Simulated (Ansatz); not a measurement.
We consider rock-salt TiN, described by r²SCAN in Ansatz (plane waves, PAW).

Run with plane-wave cutoff 500 eV, 16×16×16 k mesh, Fermi–Dirac smearing 0.05 eV, no spin polarisation, scalar-relativistic PAW data made under PBE.

Computed at the level's own relaxed cell.

### Question
What does this level give for the equilibrium volume per atom and lattice parameter a?

### Answer

* **equilibrium volume per atom**: 9.48 Å³/atom
* **lattice parameter a**: 4.233 Å

Measured, for comparison: equilibrium volume per atom 9.52 Å³/atom, lattice constant a 4.239 Å (temperature not stated, not corrected to a static lattice; as tabulated in Zhang et al. (2018), doi:10.1088/1367-2630/aac7f0). Computed (rounded) less measured: equilibrium volume per atom -0.4 %, lattice constant a -0.1 %. A static lattice is as a rule a little smaller and stiffer than an uncorrected measurement, which can account for part of this.

Note: the run has no spin polarisation, so it can have missed a magnetic state.

The computed numbers hold no vibrational or temperature effects.

The result took about 28 core-seconds (a rough figure).

Ansatz is an electronic-structure program.
